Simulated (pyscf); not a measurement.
Single points on ωB97X-D3(BJ)/def2-SVP structures (PySCF, gas phase).

Q: HO–As(OH)–OH (SMILES O[As](O)O) + H₂ (SMILES [H][H]) → HO–AsH–OH (SMILES O[AsH]O) + H₂O (SMILES O)
Surface: singlet. Broken: As–O, H–H. Formed: As–H, H–O. Give ΔE‡ and ΔE from ωB97M-D3(BJ)/def2-TZVP, relative to the separated reactants.

A: ΔE‡ = 2.11 eV, ΔE = +0.30 eV. Zero-point energy shifts the barrier by +0.14 eV. It is a four-centre exchange, with an imaginary mode of 845i cm⁻¹. At the saddle there is also a short As–H contact that neither side keeps. One saddle was located; it need not be the lowest between these sides. Elements up to Kr have no core potential and no relativistic terms here.
